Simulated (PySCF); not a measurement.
Indirect couplings

Geometry:
```csv
atom,x (Å),y (Å),z (Å)
N1,-0.052,0.417,-0.003
O2,0.973,-0.209,-0.012
H3,-0.909,-0.211,0.002
```

Indirect spin–spin couplings were computed at B3LYP/pcJ-1 (PySCF 2.14) on a GFN2-xTB structure, for the isolated molecule, without vibrational or relativistic corrections. Couplings are averaged over pairs made equivalent by symmetry, fast rotation or ring inversion, so a value needn't be that of the named pair in this geometry, while other rotamers aren't included; one pair stands for each set, and the list holds those of at least 1.5 Hz over up to four bonds.

Isotopes: ¹⁵N, ¹⁷O, ¹H. Couplings to quadrupolar nuclei such as 17O and 33S are rarely resolved in practice.

```csv
pair,bonds,J (Hz)
"N1, O2",1,?
"N1, H3",1,?
"O2, H3",2,22.5
```

Problem. Estimate the withheld couplings, with signs.

Solution. 
- ¹J(N1,O2) = -36.8 Hz (bond length 1.201 Å)
- ¹J(N1,H3) = -7.9 Hz (bond length 1.062 Å)
